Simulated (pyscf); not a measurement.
PySCF, gas phase, ωB97X-D3(BJ)/def2-SVP geometries.

Task: Estimate by transition-state theory the rate constant of HO–Si(Cl)(Cl)–Cl (SMILES O[Si](Cl)(Cl)Cl) + H• (SMILES [H]) -> HO–Si•(Cl)–Cl (SMILES O[Si](Cl)Cl) + HCl (SMILES Cl) (doublet surface; Cl–Si broken, Cl–H formed) at 900 K, with ωB97M-D3(BJ)/def2-TZVP energies (ideal gas, 1 atm, RRHO with modes under 100 cm⁻¹ raised to 100, one conformer, R ln 2 for chiral ones without a mode under 150 cm⁻¹; no tunnelling).

Result: The electronic barrier is 22.6 kcal/mol and the thermal terms add +19.6, so ΔG‡ = 42.2 kcal/mol. With k_BT/h = 1.88e+13 s⁻¹ and RT = 1.788 kcal/mol, and a volume of 1.23e-19 cm³ per molecule at 1 atm, k = 1.3e-16 cm³ molecule⁻¹ s⁻¹. Wigner's tunnelling factor for 706i cm⁻¹ would be 1.05. A shift of 1 kcal/mol in the barrier changes k by a factor 1.7. One saddle was located; it need not be the lowest between these sides. The angle at the transferred Cl is 176°.
